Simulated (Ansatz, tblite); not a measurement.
Spin states of the cluster Si₃H₄, each relaxed with PBE0-D4/def2-TZVP in Ansatz. Electronic energies in the gas phase.

The xTB rows come from tblite. LC-ωPBE has ω = 0.4 bohr⁻¹. Correlated methods freeze 15 core orbitals. The structure comes from a short search, and lower isomers may exist.

Singlet geometry (C2v within 0.1 Å):

```xyz
7

Si    0.818   -0.903    0.672
Si   -0.916    0.238    1.020
Si    0.060    0.409   -1.040
H     1.837   -1.875    1.151
H     0.786    1.639   -1.469
H    -2.015    0.668    1.925
H    -0.570   -0.175   -2.260
```

Triplet geometry (C2 within 0.1 Å):

Cartesian coordinates in Å:
```
Si 0.3045 -0.7338 1.4076
Si 0.9073 -1.0927 -0.7709
Si -0.5005 0.7537 -0.2623
H 1.3398 0.1880 1.9939
H -1.8653 0.7035 -0.8444
H -0.1526 -1.9774 -1.3700
H -0.0332 2.1587 -0.1540
```

Quintet geometry:

```xyz
7

Si    1.648   -1.080   -0.610
Si   -1.604    0.567   -1.185
Si   -0.009    0.147    0.435
H     3.097   -0.901   -0.289
H    -0.679   -0.583    1.553
H    -3.067    0.468   -0.898
H     0.614    1.383    0.994
```

⟨S²⟩: triplet 2.02 at PBE0-D4/def2-TZVP (pure 2.00), quintet 6.01 at PBE0-D4/def2-TZVP (pure 6.00).

Run but left out: HF/def2-TZVP, HF/def2-TZVPP (singlet: restricted singlet, unstable towards broken spin symmetry).

Only these spin states were relaxed. The quintet has other bonds than the singlet, so the gap mixes isomer and spin.

```
                level  triplet − singlet (kJ/mol)  quintet − singlet (kJ/mol)  lowest of these                            remarks
             GFN1-xTB                        84.8                       362.2          singlet                                  –
             GFN2-xTB                        22.2                       202.7          singlet                                  –
LDA (SPW92)/def2-TZVP                        76.0                       307.8          singlet                                  –
     PBE-D4/def2-TZVP                        57.6                       257.2          singlet                                  –
    PBE0-D4/def2-TZVP                        56.9                       242.6          singlet                                  –
   BHLYP-D4/def2-TZVP                        54.3                       230.5          singlet                                  –
    LC-ωPBE/def2-TZVP                        54.5                       215.8          singlet                                  –
   PBE-QIDH/def2-TZVP                        69.3                       248.7          singlet                                  –
    RPA@PBE/def2-TZVP                        62.1                       248.3          singlet                                  –
       MP2/def2-TZVPP                        87.3                       264.3          singlet  restricted SCF unstable (singlet)
      CCSD/def2-TZVPP                        66.4                       232.0          singlet  restricted SCF unstable (singlet)
   CCSD(T)/def2-TZVPP                        72.9                       254.1          singlet  restricted SCF unstable (singlet)
```

Change of the quintet − singlet gap on mixing in exact exchange, in kJ/mol: PBE to PBE0 (25 % exact exchange) -14.6.

The xTB methods have no spin-polarisation term.
